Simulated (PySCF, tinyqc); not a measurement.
Worked calculation: G0W0 on RHF in the sto-3g basis, for LiH, spin multiplicity 1. The lowest restricted solution is unstable here: a spin-polarised one lies 0.0209 hartree lower (PySCF). One step of it, computed by the program tinyqc.

Problem. G0W0 on Hartree-Fock: HOMO. W(p,q,m) = sqrt2 sum_ia (pq|ia) (X+Y)_ia,m; Sigma_c(x) = sum_(i,m) W^2/(x - e_i + w_m) + sum_(a,m) W^2/(x - e_a - w_m); solve x = e_p + Sigma_c(x) by Newton steps; Z = 1/(1 - dSigma/dx); 1 hartree = 27.211386 eV.

orbital energies (hartree): MO1 -2.374352, MO2 -0.215114, MO3 0.066579, MO4 0.157370, MO5 0.157370, MO6 0.330388

Two-electron integrals over orbitals (pq|rs), unique and non-zero (hartree):
```
(11|11) 1.659515    (21|11) -0.097696   (21|21) 0.009829    (22|11) 0.295851
(22|21) 0.001756    (22|22) 0.433507    (31|11) -0.142614   (31|21) 0.010869
(31|22) -0.009704   (31|31) 0.021994    (32|11) 0.038042    (32|21) -0.002500
(32|22) -0.067313   (32|31) -0.000471   (32|32) 0.029482    (33|11) 0.386365
(33|21) -0.008195   (33|22) 0.212429    (33|31) 0.000403    (33|32) 0.017490
(33|33) 0.320416    (41|41) 0.009798    (42|41) 0.007321    (42|42) 0.020845
(43|41) 0.010444    (43|42) 0.021315    (43|43) 0.041359    (44|11) 0.396346
(44|21) -0.003484   (44|22) 0.233769    (44|31) -0.005075   (44|32) 0.019506
(44|33) 0.277097    (44|44) 0.312946    (51|51) 0.009798    (52|51) 0.007321
(52|52) 0.020845    (53|51) 0.010444    (53|52) 0.021315    (53|53) 0.041359
(54|54) 0.016869    (55|11) 0.396346    (55|21) -0.003484   (55|22) 0.233769
(55|31) -0.005075   (55|32) 0.019506    (55|33) 0.277097    (55|44) 0.279207
(55|55) 0.312946    (61|11) 0.065437    (61|21) -0.008609   (61|22) -0.006893
(61|31) -0.004207   (61|32) 0.002947    (61|33) 0.011462    (61|44) 0.001634
(61|55) 0.001634    (61|61) 0.010394    (62|11) -0.087834   (62|21) 0.000876
(62|22) 0.102949    (62|31) 0.004798    (62|32) -0.052672   (62|33) -0.015970
(62|44) -0.043427   (62|55) -0.043427   (62|61) 0.001728    (62|62) 0.132248
(63|11) 0.028836    (63|21) -0.002116   (63|22) -0.064499   (63|31) 0.003874
(63|32) 0.024821    (63|33) 0.037224    (63|44) 0.012023    (63|55) 0.012023
(63|61) 0.004820    (63|62) -0.044629   (63|63) 0.037352    (64|41) -0.005391
(64|42) -0.017413   (64|43) -0.010571   (64|64) 0.018386    (65|51) -0.005391
(65|52) -0.017413   (65|53) -0.010571   (65|65) 0.018386    (66|11) 0.345768
(66|21) 0.000244    (66|22) 0.401632    (66|31) -0.010005   (66|32) -0.051319
(66|33) 0.240055    (66|44) 0.253549    (66|55) 0.253549    (66|61) -0.005327
(66|62) 0.079623    (66|63) -0.047421   (66|66) 0.393484
```

excitation energies w (hartree): 0.313944  0.411916  0.411916  0.774619  2.484248  2.551267  2.551267  2.725725

X + Y:
```
             1          2          3          4          5          6         7          8
1>3  -0.001022   0.000000   0.000000  -0.007051   0.990650   0.000000  0.000000  -0.032528
1>4   0.000000  -0.007390  -0.008311   0.000000   0.000000   0.983475  0.158417   0.000000
1>5   0.000000  -0.008311   0.007390   0.000000   0.000000  -0.158417  0.983475   0.000000
1>6  -0.004631   0.000000   0.000000  -0.001842   0.035861   0.000000  0.000000   0.995553
2>3   0.933932   0.000000   0.000000  -0.100740  -0.000086   0.000000  0.000000   0.000450
2>4   0.000000   0.631883   0.710617   0.000000   0.000000   0.001692  0.000273   0.000000
2>5   0.000000   0.710617  -0.631883   0.000000   0.000000  -0.000273  0.001692   0.000000
2>6   0.220204   0.000000   0.000000   0.827379   0.001883   0.000000  0.000000   0.000491
```

Give: The 12 largest terms at x = e_p; Newton steps; quasiparticle energy of the HOMO; Hartree-Fock value.

Solution.

The 12 largest terms at x = e_p (hartree; W for the signs of X + Y given):
```
q  m       W       term
2  4   0.130      0.022
6  4   0.162     -0.020
2  1  -0.057      0.010
3  4  -0.066  -4.10e-03
6  1  -0.028  -9.39e-04
3  1   0.023  -8.51e-04
5  2   0.021  -5.55e-04
4  3   0.021  -5.55e-04
4  2   0.019  -4.39e-04
5  3  -0.019  -4.39e-04
2  5  -0.014   7.51e-05
1  5   0.015   4.71e-05
```

Newton steps (hartree):
```
step       x  Sigma_c(x)      Z
0     -0.215    4.43e-03  0.922
1     -0.211    4.08e-03  0.922
2     -0.211    4.08e-03  0.922
```

quasiparticle energy of the HOMO = -5.742 eV

Hartree-Fock value = -5.854 eV
